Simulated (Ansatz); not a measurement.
Compare A (`C/C(O)=C/CCl`) with its isomer B (`C/C(O)=C(\C)Cl`).

Program: Ansatz. Geometries: PBE0-D4/def2-TZVP. ΔE: electronic, gas phase. CCSD(T)/CBS is the MP2 limit (def2-TZVPP, def2-QZVPP) plus CCSD(T) − MP2 in def2-TZVPP, frozen cores. Double bonds are as drawn, so ΔE can hold a change between cis and trans. DFT in def2-TZVPP. B3LYP here is the variant with VWN-RPA as its local correlation; programs differ in this. Each species was taken in one conformer, which may not be the lowest.

A:

```xyz
13

C    -0.0551    1.8876    0.0717
C    -0.2238    0.4150    0.2046
O    -1.3145    0.0065    0.9060
C     0.6150   -0.4858   -0.3099
C     0.4308   -1.9434   -0.1800
Cl   -0.0284   -2.7022   -1.7586
H    -0.9171    2.3283   -0.4413
H     0.8404    2.1295   -0.4979
H     0.0247    2.3606    1.0566
H    -1.8202    0.7719    1.1884
H     1.4663   -0.1253   -0.8730
H    -0.3657   -2.1916    0.5167
H     1.3475   -2.4512    0.1168
```

B:

Z-matrix (Å, degrees):
```
C
C 1 1.487
H 1 1.086 2 112.7
H 1 1.093 2 109.5 3 -121.3
H 1 1.093 2 109.5 3 121.3
O 2 1.351 1 111.2 3 180.0
C 2 1.338 1 125.6 3 -0.0
H 6 0.968 2 108.1 1 180.0
C 7 1.484 2 129.2 1 0.0
Cl 7 1.751 2 117.0 1 180.0
H 9 1.094 7 111.0 2 -120.3
H 9 1.089 7 111.2 2 0.1
H 9 1.094 7 111.0 2 120.4
```

**Question.** Which is lower in electronic energy at CCSD(T)/CBS, and by how much? (Best estimate.)

**Answer.** The calculation gave: B, by 16.0 kJ/mol.

**Question.** Give E(B) − E(A) in kJ/mol with B2PLYP, ωB97M-V, r2SCAN-D4, PBE-D4, B3LYP, B3LYP-D4, CCSD/def2-TZVPP. (Best estimate.)

**Answer.** Computed: B2PLYP -14.3, ωB97M-V -16.2, r2SCAN-D4 -19.0, PBE-D4 -20.4, B3LYP -11.5, B3LYP-D4 -14.8, CCSD/def2-TZVPP -12.8. None reverses the order clearly.

Largest T1 diagnostic: 0.011.

In def2-TZVPP, CCSD(T) changes the Hartree–Fock value by −14.4 kJ/mol (the triples alone add −2.8 kJ/mol) and MP2 by −18.4 kJ/mol. The D4 term adds −3.2 kJ/mol with B3LYP and −1.6 kJ/mol with PBE0; it sums over pairs of atoms, weighted by their polarisabilities, and B3LYP, whose exchange is more repulsive, gets the larger term.
